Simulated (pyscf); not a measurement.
Structures and frequencies: ωB97X-D3(BJ)/def2-SVP in PySCF. Correlated levels are frozen-core, on RHF or UHF. ΔMP2 is the change of the MP2 total energy from the triple- to the quadruple-zeta basis. Singlets are restricted, triplets unrestricted.

Singlet (Å):
```xyz
9

C      0.3001    -0.3721    -0.4065
C      0.3675     0.6297     0.6731
C     -0.9437     0.8443     1.3117
H     -0.6958    -0.6104    -0.8355
H      1.0625    -0.2496    -1.1910
H      0.6214    -1.2648     0.1780
H     -1.7243     0.0670     1.1741
H     -0.8924     1.1896     2.3557
H     -1.2679     1.7339     0.7236
```

Triplet (Å):
```xyz
9

C     -0.8344    -0.2958     0.1384
C      0.1824     0.5621    -0.4960
C      0.4260     0.9690    -1.8915
H     -1.8614     0.0900    -0.0270
H     -0.8059    -1.3316    -0.2580
H     -0.6824    -0.3601     1.2286
H      1.3027     1.6333    -1.9692
H     -0.4390     1.5170    -2.3186
H      0.6174     0.0959    -2.5486
```

Problem. For these two minima of `[CH3][C][CH3]`, which spin state lies lower at CCSD(T)/def2-TZVPP + ΔMP2(QZVPP), and by how much (electronic energies)?

Solution. The singlet, by 2.2 kcal/mol. PBE, r²SCAN, PBE0-D3(BJ), M06-2X put the other state lower. Zero-point energy shifts E(triplet) − E(singlet) by +0.3 kcal/mol. H₃C–C:–CH₃ [singlet] lies 66.6 kcal/mol over its isomer H₂C=CH–CH₃, and others may lie lower still (electronic energy, ωB97M-D3(BJ)). 

E(triplet) − E(singlet) by level (kcal/mol):

```
level                               gap
--------------------------------  -----
ωB97X-D3(BJ)/def2-TZVP             +2.6
PBE/def2-TZVP                      -1.3
r²SCAN/def2-TZVP                   -7.2
B3LYP-D3(BJ)/def2-TZVP             +0.5
PBE0-D3(BJ)/def2-TZVP              -3.9
M06-2X/def2-TZVP                   -0.8
ωB97M-D3(BJ)/def2-TZVP             +4.4
HF/def2-TZVP                      -18.6
MP2/def2-QZVPP                     +0.5
CCSD/def2-TZVPP                    -0.6
CCSD(T)/def2-TZVPP                 +1.1
CCSD(T)/def2-TZVPP + ΔMP2(QZVPP)   +2.2
```

The triplet is the lowest one reached from the SCF start used. A restricted singlet here is unstable towards spin polarisation, as is usual where a triplet lies low; its energy is less safe. The CCSD(T) − MP2 part came from Ansatz, without density fitting, on the same reference.
